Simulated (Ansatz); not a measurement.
# C3H3FO: small, medium and large basis sets

An exercise on one series of results from a longer session: the logs are not shown, and one member is left open.

The runs use Ansatz 0.2.0, Gaussian basis; one geometry, several basis sets.

Levels to be run: PBE0-D4/def2-SVP; ωB97M-V/def2-SVP; PBE0-D4/def2-QZVPP; ωB97M-V/def2-QZVPP; the functionals' def2-TZVPP values are taken from earlier runs.

### The relaxed structure

The geometry comes from an earlier relaxation with PBE0-D4 in a triple-zeta def2 set; it is a stationary point, not always the lowest conformer.

SMILES `C#COCF`, 8 atoms, charge 0, spin multiplicity 1.

Atoms are counted from 1 here; the program's logs count them from 0.

Bond lengths: C1–C2 1.198 Å, C1–H6 1.063 Å, C2–O3 1.295 Å, O3–C4 1.421 Å, C4–F5 1.343 Å, C4–H7 1.094 Å, C4–H8 1.094 Å. Angles: C2–C1–H6 178.9°, C1–C2–O3 179.3°, C2–O3–C4 113.7°, O3–C4–F5 106.0°, O3–C4–H7 109.4°, O3–C4–H8 109.4°, F5–C4–H7 109.8°, F5–C4–H8 109.8°, H7–C4–H8 112.3°.

Set-up of the first run:

in.yaml reads:

```yaml
crystal:
  periodic: [false, false, false]
  atoms:
    - {symbol: C, position_ang: [-1.977605, -0.480453, 0.459834]}
    - {symbol: C, position_ang: [-1.048605, 0.094066, -0.033265]}
    - {symbol: O, position_ang: [-0.054154, 0.724492, -0.573200]}
    - {symbol: C, position_ang: [1.216428, 0.193375, -0.222817]}
    - {symbol: F, position_ang: [2.122649, 0.954210, -0.857831]}
    - {symbol: H, position_ang: [-2.814506, -0.976414, 0.887487]}
    - {symbol: H, position_ang: [1.358982, 0.273424, 0.858937]}
    - {symbol: H, position_ang: [1.289009, -0.839901, -0.574948]}
basis:
  gaussian: {orbitals: def2-SVP}
hamiltonian: {xc: pbe0, dispersion: d4}
output: {orbitals: {seedname: orbitals}}
```

The run is started by

```sh
ansatz run in.yaml --threads 2 --pin off --events-out ev --progress --plain --max-ram 4352MiB
```

Steps of the session up to this table: PBE0-D4 in def2-SVP; ωB97M-V in def2-SVP; PBE0-D4 in def2-QZVPP; ωB97M-V in def2-QZVPP.

One of the session's tables, all rows but one given; the rest of the session is left out.

It belongs to the step «Density functionals: the series». 

```
functional       basis  HOMO (eV)  LUMO (eV)
   PBE0-D4    def2-SVP      -7.37       1.53
   PBE0-D4  def2-TZVPP      -7.45       1.19
   PBE0-D4  def2-QZVPP      -7.48       0.74
   ωB97M-V    def2-SVP          ?          ?
   ωB97M-V  def2-TZVPP      -9.73       2.77
   ωB97M-V  def2-QZVPP      -9.75       1.90
```

Estimate the missing values for ωB97M-V, def2-SVP.

As computed: HOMO (eV): -9.62; LUMO (eV): 3.60. In the column «HOMO (eV)» it lies between ωB97M-V, def2-TZVPP (-9.73) and PBE0-D4, def2-QZVPP (-7.48).
